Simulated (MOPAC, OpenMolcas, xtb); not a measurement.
# A ladder of methods for C2H2F2 (SMILES F/C=C\F)

C2H2F2: 6 atoms, total charge 0, spin state singlet. As SMILES, `F/C=C\F`. The shape is that of a GFN2-xTB optimisation.

Each level gives the dipole moment (D). The values are calculated.

| level | kind | program | value (D) | CPU time |
| --- | --- | --- | --- | --- |
| MNDO | semi-empirical | MOPAC | 2.93 | under 2 s |
| PM3 | semi-empirical | MOPAC | 2.29 | under 2 s |
| RM1 | semi-empirical | MOPAC | 2.62 | under 2 s |
| GFN1-xTB | semi-empirical | xtb | 3.00 | under 2 s |
| HF/STO-3G | Hartree–Fock | OpenMolcas | 1.58 | 1.9 s |
| HF/3-21G | Hartree–Fock | OpenMolcas | 3.02 | 2.1 s |
| HF/def2-SVP | Hartree–Fock | OpenMolcas | 2.87 | 3.7 s |
| B3LYP/6-31G* (spherical functions) | global hybrid | OpenMolcas | 2.09 | 17 s |
| B3LYP/6-31G* (Cartesian functions) | global hybrid | OpenMolcas | 2.10 | 17 s |
| PBE0/def2-SVP | global hybrid | OpenMolcas | ? | 16 s |

Question: Estimate what the levels marked ? give.

Answer: As computed at these levels: PBE0/def2-SVP: 2.26 D. The values span 1.58 to 3.02 D. Sets without polarisation functions give poor dipoles. Times are those of the runs behind each value, whatever else they computed, on shared processors of several kinds: orders of magnitude only.
